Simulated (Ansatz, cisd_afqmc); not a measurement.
System: CHO, charge 0, doublet. CHO (SMILES [CH]=O, doublet).
B3LYP-D3(BJ)/def2-TZVP minimum from Ansatz (an electronic-structure program):
```xyz
3

C      0.0497     0.5837    -0.0011
O      0.0741    -0.5878    -0.0009
H     -0.8911     1.2003     0.0145
```
Charge 0, spin multiplicity 2.

Total energies in aug-cc-pVTZ, 11 correlated electrons, 2 frozen orbitals. Radicals and triplets start from unrestricted determinants; spin-orbit coupling is neglected. Correlated methods leave the cores frozen. No relativity. The Monte Carlo rows (phaseless AFQMC, CISD trial, step 0.005/hartree) carry one-sigma bars that omit the constraint's bias. Outlying blocks are dropped, and bars are widened where a walk drifts. Over all cases where full CI ran beside it in this data, AFQMC minus full CI had a median of +0.1 mEh and passed +0.4 mEh in a tenth of the cases.

```csv
method,program,energy (Eh),minus CCSDT(Q) (mEh)
HF,Ansatz,-113.29486,398.96
MP2,Ansatz,-113.66844,25.37
CCSD,Ansatz,-113.67463,19.18
CCSD(T),Ansatz,-113.69230,1.51
CCSDT(Q),Ansatz,-113.69381,0.00
AFQMC/CISD,cisd_afqmc,-113.6925 ± 0.0004,1.3 ± 0.4
```

Rough core times of Ansatz's runs on a shared machine: CCSD(T) under 20 s, CCSDT(Q) 20 min.
